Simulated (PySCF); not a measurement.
# Checking a proposed structure

A compound C$_{5}$H$_{9}$N gives the data below (simulated from a calculation) and was assigned the structure `C#CC(C)(C)N`.

$^{13}$C{$^{1}$H} NMR (computed): δ 132.6 (C), 65.8 (CH), 42.4 (CH3, 2C), 12.9 (CH2).

$^{1}$H NMR (500 MHz, computed): δ 4.99 (t, 1H), 2.94 (s, 6H), 1.49 (m, 2H).

- GIAO PBE0/pcSseg-1 shieldings
- geometry: GFN2-xTB
- program: PySCF 2.14.0 with density-fitted response routines
- rapidly exchanging positions averaged, one conformer, non-relativistic Hamiltonian, gas phase

Referencing at the same level of theory: $^{1}$H (31.72 ppm), $^{13}$C (186.93 ppm) vs TMS.

Question: Compare with the shifts computed for the proposed structure, pairing carbons in order of shift.

Answer: Atom-mapped SMILES (the numbers label the heavy atoms): `[CH:1]#[C:2][C:3]([CH3:4])([CH3:5])[NH2:6]` (H(Xn): hydrogen on atom n).

```csv
atom,computed for proposal,given list,difference
C2,97.4,132.6,-35.2
C1,75.6,65.8,+9.8
C3,45.1,42.4,+2.7
C4,32.8,42.4,-9.6
C5,32.8,12.9,+19.9
```

The rms difference is 19.1 ppm and the largest -35.2 ppm at C2 (alkyne carbon). The carbon types in order of shift don't match either: C, CH, C, CH3, CH3 for the proposal against C, CH, CH3, CH3, CH2 in the data. The proposal doesn't fit.

Question: Which isomer fits?

Answer: `CN(C)C1=CC1`.

1. Carbon types of the structure: 1 × C, 1 × CH, 1 × CH2, 2 × CH3, which accounts for all hydrogens.
2. δC 132.6: alkene carbon bearing nitrogen; an sp2 carbon of a C=C bond.
3. δC 65.8: β carbon of an enol-ether or enamine type C=C; the O or N lone pair pushes π density onto this β carbon and shields it.
4. δC 12.9: three-membered-ring carbon; carbons of three-membered rings are unusually shielded.
5. δH 2.94: hydrogen on a methyl carbon bonded to N; its carbon carries N, which withdraws density.

Other isomers checked: CN1C=CCC1 (rms 21.0 ppm).

This is the structure that produced the data.

Shifts are as computed. Against solution values, carbons near 30 ppm lie about +3 ppm off and those near 130 ppm about +5 ppm. Of 1211 compounds with measured shifts, 218 miss one by over three times the rms of a fit or turn the order of signals round; such compounds aren't used in these exercises. Multiplicities follow the n + 1 count of equivalent neighbours, as no J values were calculated; m marks all less simple cases, F and P coupling included.
